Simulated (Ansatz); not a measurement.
Born–Oppenheimer molecular dynamics of BH$_{6}$NSi (9 atoms, charge 0, multiplicity 1). It starts from a relaxed structure.

These are results of Ansatz 0.2.0, UHF/cc-pVDZ, not measurements.

| Property | Result |
| --- | --- |
| ensemble | NVE (velocity Verlet) |
| time step | 0.5 fs |
| steps asked | 150 |
| starting velocities drawn for | 1500 K |
| masses | H 10 u |
| seed | 658866 |

First frame:

```xyz
9
Properties=species:S:1:pos:R:3
B -1.041 0.746 -1.059
Si 0.606 0.224 0.022
N 0.326 -1.276 0.881
H -2.144 0.386 -0.748
H -0.951 1.469 -2.013
H 0.920 1.399 0.904
H 1.805 0.014 -0.837
H 1.086 -1.662 1.411
H -0.518 -1.346 1.421
```

(1) How far do the bonds stretch over the last three quarters of this one trajectory? (Pairs bonded in most of those frames.)

Answers

(1) 
```
  bond  mean (Å)  spread (Å)  shortest  longest
B1–Si2     2.074       0.068      2.00     2.21
 B1–H4     1.211       0.038      1.15     1.29
 B1–H5     1.210       0.045      1.14     1.28
Si2–N3     1.766       0.035      1.72     1.85
Si2–H6     1.487       0.027      1.44     1.52
Si2–H7     1.523       0.084      1.37     1.61
 N3–H8     1.009       0.028      0.96     1.06
 N3–H9     1.013       0.023      0.97     1.05
```

Mean temperature of the second half: 716 K. The conserved energy stayed within 0.091 meV per atom of its start (net change 0.054 meV per atom), so the integration is sound. The temperature averaged 0.48 of the 1500 K drawn at the start: a run that starts near a minimum puts about half its kinetic energy into the potential. A run of 0.075 ps of so small a system gives no equilibrium averages.

The run took 9.9 min on 1 CPU thread of a shared host.
